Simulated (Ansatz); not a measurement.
Consider the homolysis of the H–O bond: CH₃OH → H• + `C[O]`•.

Calculated with Ansatz (gas phase, PBE0-D4/def2-TZVP geometries, no zero-point term in ΔE). CCSD(T)/CBS adds triple-zeta CCSD(T) − MP2 to the extrapolated MP2 energy (def2 sets, frozen cores). This one scheme is used for every species, atoms too. Functionals use def2-TZVPP. No spin–orbit coupling; open shells (•) take unrestricted orbitals.

CH₃OH:

Cartesian coordinates in Å:
```
C -0.196 0.293 0.051
O 0.939 -0.461 -0.307
H 0.054 1.342 -0.105
H -0.470 0.161 1.106
H -1.069 0.055 -0.570
H 0.742 -1.390 -0.176
```

`C[O]`•:

```xyz
5

C     0.015    0.014    0.050
O     0.631    0.014   -1.158
H    -1.006   -0.371   -0.143
H    -0.111    1.019    0.477
H     0.471   -0.677    0.774
```

**Question.** What is ΔE at CCSD(T)/CBS? (Estimate.)

**Answer.** Computed: +477.7 kJ/mol.

**Question.** What do these levels give: LDA (SPW92), BHLYP-D4, BHLYP, CCSD(T)/def2-TZVPP, MP2/def2-QZVPP, CCSD/CBS(cc)? (Estimate.)

**Answer.** The calculation gave: LDA (SPW92) 505.2, BHLYP-D4 440.2, BHLYP 439.4, CCSD(T)/def2-TZVPP 464.5, MP2/def2-QZVPP 491.8, CCSD/CBS(cc) 472.2 kJ/mol.

Largest T1 diagnostic among the species: 0.019.

Leaving LDA and LC-ωPBE aside and taking each functional with its dispersion term where it has one, the values, not all of them listed here, spread over 23.2 kJ/mol, from revPBE-D4 to ωB97M-V. LDA lies +59.6 kJ/mol from PBE without D4, its usual overbinding. At CCSD(T), def2-SVP lies −34.9 kJ/mol from the extrapolated value and def2-TZVPP −13.2 kJ/mol: correlation converges slowly with the basis, and small sets miss more of it in the bonded molecule than in its fragments. In def2-TZVPP, CCSD(T) changes the Hartree–Fock value by +137.6 kJ/mol (the triples alone add +5.3 kJ/mol) and MP2 by +157.0 kJ/mol; breaking electron pairs costs correlation energy, which Hartree–Fock lacks.
